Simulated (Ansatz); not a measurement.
# One shape, several levels: PO (Phosphorus monoxide)

Wanted: a comparison of 6 runs (UHF/STO-3G, UB2PLYP/STO-3G, UCAM-B3LYP/STO-3G, UHSE06/STO-3G, UCCSDT(Q)/STO-3G, UCCSD(T)/STO-3G) of PO (Phosphorus monoxide). 

The calculation is run with Ansatz 0.2.0.

36 further runs of the same task are left out: 5 that didn't finish, 31 set aside as unsound or not needed.

## (1) Starting point

The species is PO (2 atoms), meant as a doublet with charge 0. SMILES: `O=[P]`. The P2–O1 distance was set to 2.948 Å, away from the relaxed value.

## (2) The energy at UHF/STO-3G (run 1)

in.yaml

```yaml
crystal:
  periodic: [false, false, false]
  atoms:
    - {symbol: O, position_ang: [0.000000, -0.000000, -1.483460]}
    - {symbol: P, position_ang: [-0.000000, 0.000000, 1.464540]}
basis:
  gaussian:
    orbitals: STO-3G
magnetization:
  spin_polarized: true
  initial_magnetization: 1
hamiltonian:
  xc: hf
accuracy: high
```

Run with:

```bash
$ ansatz run in.yaml --threads 1 --pin off --max-ram 3480MiB --events-out events.jsonl --progress --plain --runs-dir runs
```

Output:

```text
Warning: RAYON_NUM_THREADS=1 ignored (pool sized by the plan → 1); use --threads N
Functional definition: HF
  name "HF"
  exchange = exact_x
  correlation = 0
206 factors; integrals over basis functions are off by at most 1.2e-8 eV
mean field evaluation 1: about -11131.2301 eV, gradient 1.8e1 eV
mean field evaluation 2: about -11131.2356 eV, gradient 1.8e1 eV
mean field evaluation 4: about -11129.4377 eV, gradient 1.3e1 eV
mean field evaluation 8: about -11165.9683 eV, gradient 8.0e0 eV
mean field evaluation 16: about -11168.1062 eV, gradient 5.9e-9 eV
mean field evaluation 32: about -11172.1230 eV, gradient 2.8e-2 eV
mean field evaluation 64: about -11175.0030 eV, gradient 2.4e-6 eV
mean field evaluation 96: about -11173.2824 eV, gradient 3.2e-2 eV
mean field -11175.00298779 eV, -410.6737851120 hartree, gradient 4.6e-9 eV, S^2 2.734968; 7 other end points of the search recorded, 0 dependent functions left out
reference -11175.00298779 eV, -410.6737851120 hartree; 12, 11 occupied and 2, 3 virtual orbitals, 206 factors
Total energy: -11175.00298779 eV, -410.6737851120 hartree
```

Wall time 0.24 s (1 thread of Intel Xeon Platinum 8488C (Sapphire Rapids), shared host).

## (3) The energy at UB2PLYP/STO-3G (run 2)

job.yaml

```yaml
basis:
  gaussian: {orbitals: STO-3G}
crystal:
  periodic: [false, false, false]
  atoms:
    - symbol: O
      position_ang: [0.000000, -0.000000, -1.483460]
    - symbol: P
      position_ang: [-0.000000, 0.000000, 1.464540]
magnetization: {spin_polarized: true, initial_magnetization: 1}
hamiltonian: {xc: {name: B2PLYP}}
correlation: {frozen_orbitals: {O: 1, P: 5}}
accuracy: high
```

Run with:

```bash
$ ansatz run job.yaml --threads 1 --pin off --max-ram 3480MiB --events-out events.jsonl --progress --plain --runs-dir runs
```

Output, cut to the lines that bear on the results:

```text
Warning: RAYON_NUM_THREADS=1 ignored (pool sized by the plan → 1); use --threads N
Functional definition: B2PLYP
  name "B2PLYP"
[...]
206 factors; integrals over basis functions are off by at most 1.2e-8 eV
[...]
mean field -11189.28254148 eV, -411.1985490313 hartree, gradient 2.3e-8 eV, S^2 2.711894; 3 other end points of the search recorded, 0 dependent functions left out
6 core orbitals not correlated: weight in the atoms' cores, before any rotation towards them, 1.000 or more for the frozen orbitals, at most 0.000 for the correlated occupied ones
reference -11189.28255425 eV, -411.1985495005 hartree; 6, 5 occupied and 2, 3 virtual orbitals, 206 factors
second order -0.01113336 eV of doubles, -0.00000000 eV of singles
Total energy: -11189.28556025 eV, -411.1986599692 hartree
```

Run time: 1.9 s. Hardware: 1 thread of Intel Xeon Platinum 8488C (Sapphire Rapids), shared host; peak memory 0.12 GiB.

Runs 3 to 5 aren't shown in full; the table further down has their settings and results.

## (4) A single-point energy at UCCSD(T)/STO-3G (run 6)

in.yaml

```yaml
crystal:
  periodic: [false, false, false]
  atoms:
    - symbol: O
      position_ang: [0.000000, -0.000000, -1.483460]
    - symbol: P
      position_ang: [-0.000000, 0.000000, 1.464540]
basis:
  gaussian: {orbitals: STO-3G}
magnetization: {spin_polarized: true, initial_magnetization: 1}
scf: {omitted_lower_state_checks: [cluster_reference, increment]}
accuracy: high
correlation: {method: ccsd_t, frozen_orbitals: {O: 1, P: 5}}
```

Run with:

```bash
$ ansatz run in.yaml --threads 1 --pin off --max-ram 3480MiB --events-out events.jsonl --progress --plain --runs-dir runs
```

Output:

```text
Warning: RAYON_NUM_THREADS=1 ignored (pool sized by the plan → 1); use --threads N
[... 17 lines left out ...]
6 core orbitals not correlated: weight in the atoms' cores, before any rotation towards them, 1.000 or more for the frozen orbitals, at most 0.000 for the correlated occupied ones
[... 86 lines left out ...]
Total energy: -11175.03633699 eV, -410.6750106727 hartree
Checks for a lower state left out: cluster_reference, increment
```

It took 0.54 s on 1 thread of Intel Xeon Platinum 8488C (Sapphire Rapids), shared host.

## (5) The series

| run | level | frozen core orbitals | energy (Eh) | ⟨S²⟩ | wall time |
| --- | --- | --- | --- | --- | --- |
| 1 | UHF/STO-3G | – | -410.673785 | 2.735 | 0.24 s |
| 2 | UB2PLYP/STO-3G | 6 | -411.198660 | 2.712 | 1.9 s |
| 3 | UCAM-B3LYP/STO-3G | – | -411.358140 | 2.681 | 1.4 s |
| 4 | UHSE06/STO-3G | – | -411.212910 | 2.669 | 1.8 s |
| 5 | UCCSDT(Q)/STO-3G | 6 | -410.675027 | 2.735 | 1.9 s |
| 6 | UCCSD(T)/STO-3G | 6 | -410.675011 | 2.735 | 0.54 s |

## (6) What came out

| quantity | value |
| --- | --- |
| run 6: total energy | -410.67501 Eh |
| run 6: correlation energy (6 core orbitals frozen) | -1.2 mEh |
| run 6: (T) correction | -0.01 mEh |
| run 6: ⟨S²⟩ of the reference determinant | 2.735 |
| run 6: T1 diagnostic | 0.011 |

In words: Below the UHF energy at the same shape and in the same basis (STO-3G): UCCSDT(Q) -1.2 mEh; UCCSD(T) -1.2 mEh. Totals of different functionals can't be ranked against each other. In runs 1, 2, 3, 4, 5, 6 the basis is minimal, so the values are rough. Spin contamination of the reference: run 1 ⟨S²⟩ = 2.73, run 5 ⟨S²⟩ = 2.73, run 6 ⟨S²⟩ = 2.73, run 2 ⟨S²⟩ = 2.71, run 3 ⟨S²⟩ = 2.68, run 4 ⟨S²⟩ = 2.67. Where it is this large, the reference is a mixture of spin states, and values that rest on it are in doubt. All runs together took 7.7 s, the longest 1.9 s.
